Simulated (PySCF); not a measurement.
Simulated outer-valence photoelectron spectrum of `CS(C)(=O)=O`. The calculation used EOM-IP-CCSD/aug-cc-pVDZ in PySCF, restricted Hartree–Fock reference, 9 core orbitals frozen, non-relativistic, gas phase, PBE0-D3(BJ)/def2-SVP geometry.

Each root has a Gaussian of 0.4 eV full width with its one-hole share as area; cross sections and vibrations are left out, and the highest printed point is 100.

ionisation energy (eV), intensity and a bar:
```
     10.0          0 
     10.1          2 #
     10.2          8 ##
     10.3         21 ######
     10.4         39 ############
     10.5         56 #################
     10.6         64 ###################
     10.7         65 ####################
     10.8         62 ###################
     10.9         52 ################
     11.0         36 ###########
     11.1         25 ########
     11.2         29 #########
     11.3         45 #############
     11.4         60 ##################
     11.5         68 ####################
     11.6         68 ####################
     11.7         61 ##################
     11.8         45 ##############
     11.9         26 ########
     12.0         11 ###
     12.1          3 #
     12.2          1 
     12.3          0 
     12.4          0 
     12.5          0 
     12.6          0 
     12.7          0 
     12.8          0 
     12.9          0 
     13.0          0 
     13.1          0 
     13.2          0 
     13.3          0 
     13.4          0 
     13.5          0 
     13.6          0 
     13.7          0 
     13.8          0 
     13.9          0 
     14.0          0 
     14.1          2 
     14.2          7 ##
     14.3         23 #######
     14.4         53 ################
     14.5         86 ##########################
     14.6        100 ##############################
     14.7         82 #########################
     14.8         48 ###############
     14.9         24 #######
     15.0         20 ######
     15.1         33 ##########
     15.2         51 ###############
     15.3         64 ###################
     15.4         68 ####################
     15.5         66 ####################
     15.6         56 #################
     15.7         38 ############
     15.8         20 ######
     15.9          7 ##
     16.0          2 #
     16.1          0
```

**Question.** Where are the maxima, and how many lines lie under the curve?

**Answer.** 4 maxima, at 10.7, 11.6, 14.6 and 15.4 eV, from 8 lines. At this width some lines have no maximum of their own.

**Question.** List the lines with their holes.

**Answer.** 
```json
{"E (eV)": "10.53", "leading hole (HF orbital)": "HOMO", "area": "0.95", "Koopmans (eV)": "11.91"}
{"E (eV)": "10.84", "leading hole (HF orbital)": "HOMO-1", "area": "0.94", "Koopmans (eV)": "12.64"}
{"E (eV)": "11.41", "leading hole (HF orbital)": "HOMO-3", "area": "0.94", "Koopmans (eV)": "13.38"}
{"E (eV)": "11.70", "leading hole (HF orbital)": "HOMO-2", "area": "0.94", "Koopmans (eV)": "13.35"}
{"E (eV)": "14.59", "leading hole (HF orbital)": "HOMO-4", "area": "0.95", "Koopmans (eV)": "15.72"}
{"E (eV)": "14.60", "leading hole (HF orbital)": "HOMO-5", "area": "0.94", "Koopmans (eV)": "16.19"}
{"E (eV)": "15.27", "leading hole (HF orbital)": "HOMO-6", "area": "0.94", "Koopmans (eV)": "16.66"}
{"E (eV)": "15.56", "leading hole (HF orbital)": "HOMO-7", "area": "0.95", "Koopmans (eV)": "16.73"}
```

The widest gap, 2.89 eV, lies between 11.70 and 14.59 eV. Only orbitals with −ε under 21 eV, eight at most, were ionised, so the high end of the curve may lack lines.

Time: 9.0 min wall. Hardware: one thread, Arm Neoverse V2, no GPU, shared host.
